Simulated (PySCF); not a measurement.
## Basis-set dependence of population analyses: `FC1=CC1`

Compound: C₃H₃F.
Structure used (PBE0-D3(BJ)/def2-SVP), in Å, numbered top down from 1:
```
atom  x, y, z in Å
F1    -0.7358    1.0497   -1.6962
C2    -0.3833    0.3298   -0.6667
C3    -0.6321   -0.6579    0.1236
C4     0.6453    0.1748    0.3669
H5    -1.2100   -1.5013    0.4855
H6     1.6283   -0.2575    0.1159
H7     0.6846    0.8679    1.2240
```

PBE0 throughout (PySCF), one geometry, spherical d and f functions. Geometry: PBE0-D3(BJ)/def2-SVP; no solvent, vibrations or thermal averaging. Atoms taken as equivalent share a column and are averaged.

Mulliken charges (e):

```csv
basis,functions,F1,C2,C3,C4,H5,H6/H7
STO-3G,23,-0.036,+0.072,-0.131,-0.154,+0.107,+0.071
6-31G,42,-0.261,+0.207,-0.116,-0.369,+0.202,+0.168
pcSseg-0,42,-0.326,+0.183,-0.179,-0.440,+0.273,+0.244
6-31G*,62,-0.247,+0.303,-0.180,-0.402,+0.191,+0.167
cc-pVDZ,71,-0.093,+0.090,-0.068,-0.054,+0.026,+0.049
def2-SVP,71,-0.149,+0.277,-0.190,-0.113,+0.049,+0.064
aug-cc-pVDZ,119,-0.419,+0.232,+0.614,+0.625,-0.367,-0.343
"6-311+G(2d,p)",126,-0.303,+0.125,+0.010,-0.185,+0.137,+0.108
def2-TZVP,142,-0.152,+0.199,-0.169,-0.268,+0.173,+0.109
cc-pVTZ,162,-0.104,+0.173,-0.174,-0.228,+0.143,+0.094
IGLO-III,170,-0.190,+0.193,-0.105,-0.219,+0.128,+0.097
```

IAO charges (e):

```
        basis  functions      F1      C2      C3      C4      H5   H6/H7
       STO-3G         23  -0.055  +0.129  -0.180  -0.272  +0.149  +0.115
        6-31G         42  -0.202  +0.260  -0.214  -0.289  +0.182  +0.131
     pcSseg-0         42  -0.186  +0.251  -0.213  -0.296  +0.179  +0.133
       6-31G*         62  -0.212  +0.297  -0.224  -0.273  +0.174  +0.119
      cc-pVDZ         71  -0.210  +0.297  -0.228  -0.274  +0.176  +0.119
     def2-SVP         71  -0.211  +0.296  -0.222  -0.267  +0.172  +0.116
  aug-cc-pVDZ        119  -0.222  +0.302  -0.229  -0.280  +0.181  +0.124
6-311+G(2d,p)        126  -0.223  +0.302  -0.228  -0.281  +0.181  +0.125
    def2-TZVP        142  -0.222  +0.306  -0.231  -0.282  +0.181  +0.124
      cc-pVTZ        162  -0.220  +0.306  -0.232  -0.283  +0.181  +0.124
     IGLO-III        170  -0.224  +0.304  -0.230  -0.282  +0.181  +0.125
```

Problem. Which scheme is steadiest as the basis changes?

Solution. Largest range over the bases for any column: IAO 0.18 e, Mulliken 1.07 e. IAO charges move least and Mulliken charges most, counted in e. Without the minimal STO-3G basis the ranges are IAO 0.06, Mulliken 1.07 e.

Problem. How much do the charges still move between the two largest bases, cc-pVTZ and IGLO-III?

Solution. At most, over all atoms: Mulliken 0.086 e, IAO 0.004 e.

Problem. What do the same runs give for the total energy, the frontier levels and the dipole moment?

Solution. 
```tsv
basis	energy (Eh)	HOMO (eV)	LUMO (eV)	μ (D)
STO-3G	-212.7725	-4.90	3.94	0.25
6-31G	-215.5500	-7.17	0.77	1.27
pcSseg-0	-215.1047	-7.52	0.40	1.21
6-31G*	-215.6099	-7.00	1.02	0.90
cc-pVDZ	-215.6274	-7.10	0.78	0.90
def2-SVP	-215.4564	-7.22	0.66	0.96
aug-cc-pVDZ	-215.6406	-7.26	0.06	1.15
6-311+G(2d,p)	-215.6799	-7.28	0.26	1.17
def2-TZVP	-215.7019	-7.25	0.45	1.08
cc-pVTZ	-215.6933	-7.22	0.54	1.03
IGLO-III	-215.7044	-7.27	0.33	1.12
```

The dipole is fixed by the density alone, so its range of 1.02 D shows that the density itself changes with the basis, not only its division among atoms.
